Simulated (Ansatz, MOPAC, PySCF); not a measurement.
Gas-phase reaction in SMILES: NCC [ethanamine] + C (CH4) → CC (C2H6) [ethane] + CN (CH5N) [methanamine]

Property: bond separation energy (enthalpy at 298 K), in kcal/mol. Set-up: 6-31G* and kin with 6d, 5d where marked; 6-311+G** with 5d; non-relativistic; frozen cores in correlated levels; no spin-orbit coupling; no dispersion term unless named. Basis-set limits of correlation are two-point, X^-3; Hartree-Fock from the larger set. [CCSD(T)-MP2]/basis is that difference in the basis named. Ab initio and DFT rows: single points at B3LYP-D3(BJ) geometries (Ansatz, an electronic-structure program), with unscaled harmonic terms from B3LYP/6-31G* (Ansatz) at its own minima. Semi-empirical rows: MOPAC heats of formation at their own minima for 298 K.

Measured values: Active Thermochemical Tables 1.112 (ions: stationary electron), as tabulated in the package chemicals; G2/97 table in ASE (Curtiss et al.); they hold spin-orbit and core effects, anharmonicity and other conformers. 

Value to compare with, the measured value: 4.1 kcal/mol.

| level | program | bond separation energy (enthalpy at 298 K) (kcal/mol) | error |
|---|---|---|---|
| AM1 | MOPAC | -0.9 | -5.0 |
| PM3 | MOPAC | 2.2 | -1.9 |
| HF/6-311+G** | Ansatz | 3.1 | -1.0 |
| PBE/STO-3G | Ansatz | 3.4 | -0.7 |
| B3LYP/STO-3G | Ansatz | 3.2 | -0.9 |
| B3LYP/6-31G** | Ansatz | 4.1 | 0.0 |
| PBE0/6-311+G** | Ansatz | 3.9 | -0.2 |
| M06-2X/6-31G* (5d) | PySCF | 4.4 | 0.3 |
| M06-2X/6-311+G** | PySCF | 4.2 | 0.1 |
| r2SCAN-D4/def2-TZVPD | Ansatz + dftd4 | 4.6 | 0.5 |
| RI-MP2/CBS(cc-pVTZ,cc-pVQZ)+[CCSD(T)-MP2]/cc-pVTZ | Ansatz | 4.5 | 0.4 |

Among the 9 habitual levels, AM1 lies farthest from the measured value (-5.0 kcal/mol); 2 of 9 lie above it, and their mean absolute error is 1.1 kcal/mol, the median 0.7. One case shows no general order.

The levels are drawn from those run, B3LYP/6-31G* more often than the rest, none by its result; left out are runs that failed, that the program found above a lower state of the same kind, or whose <S^2> lies over 0.5 above the pure value.
